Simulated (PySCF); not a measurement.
Geometry (Å), atoms numbered from 1 in this order:
```xyz
10

Al    1.733    0.453   -0.023
C     0.103   -0.606   -0.231
Si   -1.362    0.019    0.763
H     2.808    0.048    1.077
H     1.967    1.726   -0.948
H    -0.201   -0.609   -1.293
H     0.292   -1.651    0.073
H    -2.590   -0.811    0.556
H    -1.689    1.429    0.382
H    -1.043    0.012    2.227
```

Theory: shieldings: GIAO HF/pcSseg-2, structure optimised with PBE0-D3(BJ)/def2-SVP, in PySCF (gas phase, single conformer, averaged over atoms made equivalent by symmetry, fast rotation or ring inversion, relativity neglected).

Shifts are taken against calculated references (same method and geometry level): 13C (σ = 191.47 ppm), 1H (σ = 31.68 ppm), 29Si (σ = 382.96 ppm) against TMS; 27Al (σ = 511.69 ppm) vs AlH4-.

```json
{"atoms": "H8/H9/H10", "nucleus": "1H", "count": "3", "δ (ppm)": "3.83"}
{"atoms": "C2", "nucleus": "13C", "count": "1", "δ (ppm)": "-9.2"}
{"atoms": "Al1", "nucleus": "27Al", "count": "1", "δ (ppm)": "?"}
{"atoms": "H4/H5", "nucleus": "1H", "count": "2", "δ (ppm)": "?"}
{"atoms": "H6/H7", "nucleus": "1H", "count": "2", "δ (ppm)": "-0.35"}
{"atoms": "Si3", "nucleus": "29Si", "count": "1", "δ (ppm)": "-66.6"}
```

Estimate the values marked ?.

## Answers


- H4/H5: 4.82 ppm, hydrogen on an aluminium bonded to C
- Al1: 176.8 ppm, aluminium bonded to C, 2 H

Hydrides on Al or Ga are broadened by the quadrupolar metal nucleus. Shifts are as computed, not scaled to solution data. Of 1211 compounds with measured shifts, 218 miss one by over three times the rms of a fit or turn the order of signals round; such compounds aren't used in these exercises.
